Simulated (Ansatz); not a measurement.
# CH₂Al (quartet): from Hartree-Fock to the top rungs, def2-QZVPP

An exercise on one series of results from a longer session: the logs are not shown, and one member is left open.

Method: def2-QZVPP, core rule «outside noble gas», up to 6 orbitals frozen; program: Ansatz 0.2.0, Gaussian basis.

Plan: UHF; ROHF; CCSD(T) on UHF.

2 further runs of the same task are left out: 2 set aside as unsound or not needed.

## The geometry

The geometry is a PBE0/def2-TZVP stationary point (not a proven minimum) of the parent state, kept for this charge and spin.

4 atoms, charge 0, spin multiplicity 4.

Atoms are counted from 1 here; the program's logs count them from 0.

Bond lengths: Al1–C2 1.836 Å, Al1–H3 1.585 Å, C2–H4 1.088 Å. Angles: C2–Al1–H3 133.0°, Al1–C2–H4 142.5°.

Coordinates:

```
Al    0.0000   -0.1078    0.5675
C     0.0000    0.1965   -1.2432
H     0.0000    0.8566    1.8248
H     0.0000   -0.3133   -2.2039
```

The first run:

File in.yaml:

```yaml
crystal:
  periodic: [false, false, false]
  atoms:
    - {symbol: Al, position_ang: [0.000000, -0.107766, 0.567543]}
    - {symbol: C, position_ang: [0.000000, 0.196499, -1.243154]}
    - {symbol: H, position_ang: [0.000000, 0.856616, 1.824835]}
    - {symbol: H, position_ang: [0.000000, -0.313339, -2.203862]}
basis:
  gaussian: {orbitals: "def2-QZVPP.json"}
magnetization: {spin_polarized: true, initial_magnetization: 3}
hamiltonian: {xc: hf}
output: {orbitals: {seedname: orbitals}}
```

The run is started by

```sh
> ansatz run in.yaml --threads 1 --pin off --events-out ev --progress --plain --max-ram 2393MiB
```

Among the steps run: UHF; ROHF; CCSD(T) on UHF.

One of the session's tables, all rows but one given; the rest of the session is left out.

It belongs to the step «Misses and costs». 

| method | from UCCSD(T) (kcal/mol) |
| --- | --- |
| ROHF | +134.62 |
| UHF | +130.18 |
| UMP2 | +21.05 |
| UCCSD | ? |
| UCCSD(T) | 0 |

Estimate the missing values for UCCSD.

As computed: from UCCSD(T) (kcal/mol): +4.14. In the column «from UCCSD(T) (kcal/mol)» it lies between UCCSD(T) (0) and UMP2 (+21.05).
